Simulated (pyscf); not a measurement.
## Four-centre exchange: H₃C–Si:–CH₃ (SMILES C[Si]C) [singlet] + H₂ (SMILES [H][H]) → CH₄ (SMILES C) + H₃C–SiH: (SMILES C[SiH]) [singlet]

Gas phase, singlet surface, charge 0. Bonds broken: C1–Si2, H10–H11. Bonds formed: C1–H10, Si2–H11. Single points on ωB97X-D3(BJ)/def2-SVP structures (PySCF, gas phase).

Transition state (Å):

```xyz
11

C     -2.2890     0.7544    -0.0944
Si    -0.9463    -0.5029     0.9610
C      0.5347    -0.2155    -0.2373
H     -3.2804     0.7470     0.3805
H     -2.3267     0.1297    -1.0000
H     -2.0686     1.7767    -0.4526
H      1.4782    -0.5114     0.2518
H      0.4116    -0.8795    -1.1115
H      0.6517     0.8137    -0.6129
H     -1.3236     1.1057     0.9775
H     -0.6908     0.8935     1.8055
```

One imaginary mode, 1350i cm⁻¹; descent along it reached the two sides named.

| bond | change | reactant side (Å) | saddle | product side |
|---|---|---|---|---|
| C1–Si2 | breaks | 1.914 | 2.121 | 3.0 |
| H10–H11 | breaks | 0.769 | 1.063 | 2.346 |
| C1–H10 | forms | 2.9 | 1.485 | 1.104 |
| Si2–H11 | forms | 2.250 | 1.652 | 1.533 |

Electronic energies relative to the separated reactants (kJ/mol):

| level | barrier | reaction energy | reverse barrier |
|---|---|---|---|
| ωB97X-D3(BJ)/def2-TZVP | 78.7 | -19.1 | 97.7 |
| PBE/def2-TZVP | 46.6 | -22.9 | 69.5 |
| r²SCAN/def2-TZVP | 52.9 | -20.4 | 73.2 |
| B3LYP-D3(BJ)/def2-TZVP | 76.7 | -24.9 | 101.7 |
| PBE0-D3(BJ)/def2-TZVP | 53.1 | -22.6 | 75.7 |
| M06-2X/def2-TZVP | 78.9 | -18.2 | 97.1 |
| ωB97M-D3(BJ)/def2-TZVP | 75.4 | -24.1 | 99.5 |
| HF/def2-TZVP | 142.0 | -49.8 | 191.9 |

With ωB97M-D3(BJ)/def2-TZVP energies and thermal terms (ideal gas, 1 atm, RRHO with modes under 100 cm⁻¹ raised to 100, one conformer, R ln 2 for chiral ones without a mode under 150 cm⁻¹), in kJ/mol:

```json
[
 {"T (K)": "298", "ΔH‡": "82.2", "ΔG‡": "119.4", "ΔH": "-12.6", "ΔG": "-18.4"},
 {"T (K)": "600", "ΔH‡": "77.1", "ΔG‡": "159.3", "ΔH": "-18.5", "ΔG": "-22.0"},
 {"T (K)": "900", "ΔH‡": "75.6", "ΔG‡": "200.9", "ΔH": "-23.1", "ΔG": "-22.7"},
 {"T (K)": "1200", "ΔH‡": "75.9", "ΔG‡": "242.6", "ΔH": "-26.3", "ΔG": "-22.0"}
]
```

At the saddle there is also a short H–Si contact that neither side keeps. H₃C–Si:–CH₃ [singlet] lies 30.9 kJ/mol over its isomer H₂C=CH–SiH₃ (electronic energy, ωB97M-D3(BJ)/def2-TZVP). This is the saddle that the search found; another between the same sides may lie lower.
